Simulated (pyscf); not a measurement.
Optimised with ωB97X-D3(BJ)/def2-SVP in PySCF.

PBE/def2-TZVP puts the barrier of CH₄ (SMILES C) + [H₃C–Al–F]• (SMILES [CH3][Al][F]) → H₃C–Al(CH₃)–F (SMILES [CH3][Al]([CH3])[F]) + H• (SMILES [H]) (substitution at C; doublet surface; C–H broken, Al–C formed) at 171.4 kJ/mol and the reaction energy at +116.5 kJ/mol, from the separated reactants. What do PBE0-D3(BJ)/def2-TZVP, M06-2X/def2-TZVP, ωB97M-D3(BJ)/def2-TZVP give on the same structures?

PBE0-D3(BJ): ΔE‡ = 184.3 kJ/mol, ΔE = +109.5 kJ/mol; M06-2X: ΔE‡ = 200.6 kJ/mol, ΔE = +109.7 kJ/mol; ωB97M-D3(BJ): ΔE‡ = 200.4 kJ/mol, ΔE = +101.2 kJ/mol. PBE's barrier lies under all of them, by 12.9 to 29.2 kJ/mol. Its reaction energy lies over all of them, by 6.8 to 15.3 kJ/mol. Low barriers are usual for a GGA, whose delocalisation error favours stretched bonds. One saddle was located; it need not be the lowest between these sides. The angle at the attacked C is 162°.
